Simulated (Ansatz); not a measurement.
```yaml
crystal:
  periodic: [false, false, false]
  atoms:
    - {symbol: Ga, position_ang: [-1.552010, -0.654144, -0.005838]}
    - {symbol: Ge, position_ang: [0.020223, 1.206285, 0.010074]}
    - {symbol: Ge, position_ang: [1.469464, -0.578409, -0.004470]}
basis:
  gaussian: {orbitals: def2-TZVP}
magnetization: {spin_polarized: true, initial_magnetization: 1}
hamiltonian: {xc: pbe0}
relax: {f_tol: 0.004, max_steps: 80}
```

```sh
$ ansatz run in.yaml --threads 1 --pin off --events-out ev --progress --plain --max-ram 2176MiB
```

Steps of the relaxation (energy above the last step; positions in Å, forces in eV/Å):

```
3
step 1, 24.9 meV
Ga   -1.552   -0.654   -0.006    0.279    0.077    0.001
Ge    0.020    1.206    0.010   -0.160    0.050    0.000
Ge    1.469   -0.578   -0.004   -0.119   -0.128   -0.001
```

```
3
step 2, 1.4 meV
Ga   -1.452   -0.668   -0.006   -0.062   -0.080   -0.001
Ge    0.012    1.251    0.010    0.024    0.131    0.001
Ge    1.378   -0.609   -0.005    0.038   -0.051    0.000
```

```
3
step 3, 0.4 meV
Ga   -1.453   -0.673   -0.006   -0.022   -0.039    0.000
Ge    0.013    1.257    0.011    0.035    0.032    0.000
Ge    1.377   -0.611   -0.005   -0.013    0.007    0.000
```

```
3
step 4, 0.1 meV
Ga   -1.451   -0.678   -0.006   -0.003   -0.009    0.000
Ge    0.017    1.264    0.011    0.017   -0.005    0.000
Ge    1.371   -0.612   -0.005   -0.014    0.014    0.000
```

```
3
step 5, 0.0 meV
Ga   -1.449   -0.681   -0.006    0.000    0.000    0.000
Ge    0.019    1.266    0.011    0.000    0.000    0.000
Ge    1.367   -0.612   -0.005    0.000    0.000    0.000
```

Close pairs at the end: Ge2–Ge3 2.312 Å, Ga1–Ge2 2.439 Å, Ga1–Ge3 2.817 Å.

A stationary point of unrestricted PBE0 after 5 steps, with ⟨S²⟩ = 0.825 against 0.75 for a pure state; no frequencies were run, so it isn't proven a minimum. 77 s on 1 thread of AMD EPYC 9R45, shared host.
